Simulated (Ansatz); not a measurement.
# SnH₂⁺, doublet in def2-SVP: errors against full CI

Geometry: a point of a stretch scan, not a stationary point.

```tsv
atom	x (Å)	y (Å)	z (Å)
Sn	0.0000	0.0000	0.3372
H	0.0000	0.0000	-2.3298
H	0.0000	0.0000	1.9926
```

Basis def2-SVP with its core potentials; Ansatz 0.2.0. Only valence electrons are correlated (noble-gas cores and the filled d shells of p-block atoms frozen), which leaves 5 electrons in 27 orbitals. R marks a restricted (for open shells ROHF) determinant, U an unrestricted one. Active spaces: pair = (3e, 3o) about the gap; valence = (5e, 6o) chosen from the atoms' valence shells. No spin–orbit coupling is included; scalar relativity enters through the core potentials alone.

Full CI is exact within this basis and frozen core; it isn't the basis-set limit. The frozen core follows each run's orbitals, which can shift R against U totals by a few meV for light atoms and by up to 0.1 eV past Ca.

- UHF ⟨S²⟩: 0.757
- T1 diagnostic (RCCSD): 0.0184
- largest doubles amplitude (RCCSD): 0.068

```json
{"level": "RMP2", "E − E(RHF) (eV)": "-1.3581"}
{"level": "RCCSD", "E − E(RHF) (eV)": "-1.8912"}
{"level": "RCCSD(T)", "E − E(RHF) (eV)": "-1.9144"}
```

Task: Estimate how far full CI in def2-SVP lies from RCCSD(T). The table doesn't fix it; the size of (T) and the diagnostics are the guide.

Result: Full CI in def2-SVP lies 0.33 mEh below RCCSD(T), which is 39 % of the (T) step (-0.85 mEh). The diagnostics give no warning, yet the rest is a sizeable part of (T).

The other levels:

| level | E − E(full CI) (mEh) | share of correlation (%) | wall time |
| --- | --- | --- | --- |
| BCCD(T) | 0.33 | 99.54 | 1.6 s |
| RCCSDT | 0.04 | 99.94 | – |
| RCCSDT(Q) | 0.01 | 99.98 | 4 s |
| CASSCF (pair space) | 55.31 | 21.76 | – |
| NEVPT2 (pair space) | 18.52 | 73.80 | 0.87 s |
| MRCISD (pair space) | 1.43 | 97.97 | – |
| MRCISD+Q (pair space) | -1.55 | 102.20 | 1.2 s |
| CASSCF (valence space) | 28.40 | 59.82 | – |
| NEVPT2 (valence space) | 9.16 | 87.04 | 0.93 s |
| MRCISD (valence space) | 0.89 | 98.74 | – |
| MRCISD+Q (valence space) | 0.40 | 99.43 | 1.1 s |
| MRCISD+Q(relaxed) (valence space) | -0.58 | 100.82 | 1.4 s |

The correlation energy at full CI, counted from RHF, is -1.923 eV. That run took 3.6 s on 1 thread of Intel Xeon Platinum 8488C, shared host over 263,670 determinants.

Run but not shown, since their state or frozen core can't be matched to the reference's or they repeat it: UHF, UMP2, UCCSD, UCCSD(T), UCCSDT, UCCSDT(Q).

Times hold each run's SCF and search for its determinant on a shared host, so for small cases they say little of a method's own cost; they ran on 1 thread of Intel Xeon Platinum 8488C.

More than 5 meV below full CI, which no variational method can be: MRCISD+Q (pair space), MRCISD+Q(relaxed) (valence space).

The full-CI state has the irrep A1 of C2v, in the program's axes (one component, if the state is degenerate).

Natural occupations of full CI about the gap: 1.958 1.907 0.996 0.039 0.039 0.032 0.006 0.006 0.005 0.004; effectively unpaired electrons, Σ n²(2−n)², 1.05.
